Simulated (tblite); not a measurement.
Compound: FH2Si (charge -1).
SMILES with atom numbers: `[F:1][SiH2-:2]` (hydrogens: H3, H4 on Si2)

Method: GFN2-xTB as coded in tblite; computed harmonic values from a numerical Hessian at the method's own geometry, unscaled. The method is semi-empirical: single wavenumbers can be off by several per cent or more. Modes of hydrogen on silicon can be 10 to 20 % off.

Harmonic wavenumbers (cm⁻¹): 515.2, 655.2, 740.4, 904.2, 1481.2, 1595.0.

A = 112397, B = 13732, C = 13376 MHz; mass 48.991 u (most abundant isotopes); point group Cs, symmetry number 1.

Q: What is the zero-point energy?

A: Half the sum of the wavenumbers: 2946 cm⁻¹ = 8.42 kcal/mol.

Q: What is S at 200 K and 1 bar for an ideal gas of classical rigid rotors and harmonic oscillators?

A: Translation 35.63, rotation 19.09, vibration 0.42: S = 55.1 cal/(mol K).

Q: And Cp and H(200 K) − H(0)?

A: Cp = 9.47 cal/(mol K), of which vibrations give 1.52 (their classical limit is 6 R = 11.9); H(200 K) − H(0) = 1.66 kcal/mol without the zero-point energy, 0.07 from vibrations.

Q: Which modes carry the vibrational entropy at 200 K?

A: 515.2 cm⁻¹: 0.23; 655.2 cm⁻¹: 0.10; 740.4 cm⁻¹: 0.06; 904.2 cm⁻¹: 0.02; 1481.2 cm⁻¹: 0.00; 1595.0 cm⁻¹: 0.00 cal/(mol K).

Q: How do the functions run with temperature in this model?

A: 
```json
{"T (K)": "100", "S (cal/(mol K))": "49.2", "Cp (cal/(mol K))": "8.0", "H − H(0) (kcal/mol)": "0.80", "G − H(0) (kcal/mol)": "-4.13", "ln q(vib)": "0.00"}
{"T (K)": "300", "S (cal/(mol K))": "59.4", "Cp (cal/(mol K))": "11.5", "H − H(0) (kcal/mol)": "2.71", "G − H(0) (kcal/mol)": "-15.10", "ln q(vib)": "0.18"}
{"T (K)": "500", "S (cal/(mol K))": "66.0", "Cp (cal/(mol K))": "14.6", "H − H(0) (kcal/mol)": "5.34", "G − H(0) (kcal/mol)": "-27.68", "ln q(vib)": "0.65"}
{"T (K)": "800", "S (cal/(mol K))": "73.5", "Cp (cal/(mol K))": "17.1", "H − H(0) (kcal/mol)": "10.14", "G − H(0) (kcal/mol)": "-48.67", "ln q(vib)": "1.53"}
{"T (K)": "1000", "S (cal/(mol K))": "77.4", "Cp (cal/(mol K))": "17.9", "H − H(0) (kcal/mol)": "13.65", "G − H(0) (kcal/mol)": "-63.77", "ln q(vib)": "2.11"}
```

q(vib) and H(0) count from the zero-point level.

Q: What must be added to the electronic energy to get the Gibbs energy at 200 K and 1 bar?

A: ZPE + [H(200 K) − H(0)] − T·S = 8.42 + 1.66 − 11.03 = -0.95 kcal/mol.
